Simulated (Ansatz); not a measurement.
**MgH (doublet): from Hartree-Fock to the top rungs at distance Mg1–H2 = 5.972 Å, cc-pVQZ**

How much of the correlation energy of MgH (doublet) does each wave-function method recover here?

Method: cc-pVQZ, core rule «outside noble gas», up to 5 orbitals frozen; program: Ansatz 0.2.0, Gaussian basis.

The runs, in order: UHF; CCSD(T) on ROHF; CCSD(T) on UHF; BCCD(T) on ROHF; CCSDT on ROHF; CCSDT on UHF; CASSCF and MRCISD+Q, 3 electrons in 5 orbitals; CASSCF and NEVPT2, 3 electrons in 5 orbitals; Full CI.

24 further runs of the same task are left out: 8 for a known fault of the program, 15 that didn't finish, 1 set aside as unsound or not needed. Runs told in other sessions of the task aren't counted.

## 1. The geometry

The geometry derives from a PBE0/def2-TZVP stationary point (not a proven minimum). One bond is set to the value named and the two fragments are kept rigid.

2 atoms, charge 0, spin multiplicity 2.

Atoms are counted from 1 here; the program's logs count them from 0.

No contacts short enough for the rule that draws bonds.

## 2. UHF

The input, in.yaml:

```yaml
crystal:
  periodic: [false, false, false]
  atoms:
    - {symbol: Mg, position_ang: [0.000000, 0.000000, 0.000000]}
    - {symbol: H, position_ang: [0.000000, 0.000000, 5.972000]}
basis:
  gaussian: {orbitals: cc-pVQZ}
magnetization: {spin_polarized: true, initial_magnetization: 1}
hamiltonian: {xc: hf}
output: {orbitals: {seedname: orbitals}}
```

On the command line:

```sh
ansatz run in.yaml --threads 1 --pin off --events-out ev --progress --plain --max-ram 2393MiB
```

The runs that follow: CCSD(T) on ROHF; CCSD(T) on UHF; BCCD(T) on ROHF; CCSDT on ROHF; CCSDT on UHF; CASSCF and MRCISD+Q, 3 electrons in 5 orbitals; CASSCF and NEVPT2, 3 electrons in 5 orbitals; Full CI.

**Question.** What will the summary of the whole plan be? Wanted: FCI from the RHF energy; RMP2 from FCI; UMP2 from FCI; RCCSD from FCI; RCCSD(T) from FCI; UCCSD(T) from FCI; NEVPT2 valence from FCI; MRCISD+Q valence from FCI; T1 diagnostic.

**Answer**, as computed:

| quantity | value |
| --- | --- |
| FCI from the ROHF energy | -0.9238 eV |
| RMP2 from FCI | +6.03 kcal/mol |
| UMP2 from FCI | +6.03 kcal/mol |
| RCCSD from FCI | 0.00 kcal/mol |
| RCCSD(T) from FCI | 0.00 kcal/mol |
| UCCSD(T) from FCI | 0.00 kcal/mol |
| NEVPT2 valence from FCI | +0.57 kcal/mol |
| MRCISD+Q valence from FCI | +0.08 kcal/mol |
| levels within 1 kcal/mol (43 meV) | RCCSD, UCCSD, RCCSD(T), UCCSD(T), BCCD(T), RCCSDT, UCCSDT, NEVPT2 valence, MRCISD valence, MRCISD+Q valence |
| T1 diagnostic | 0.014 |
| effectively unpaired electrons | 1.09 |

RCCSD(T) lands 0.00 kcal/mol from the yardstick (0.0 % of the correlation energy). One determinant dominates. Of the multireference levels listed MRCISD+Q valence comes nearest in total energy (+0.08 kcal/mol), which doesn't show that its space is the better one. These misses are within one basis, not against nature; the frozen cores of restricted and unrestricted runs differ, which can shift their rows.

Levels on UHF freeze UHF's core orbitals, full CI those of ROHF, so the U rows can settle a little off it for that reason alone.
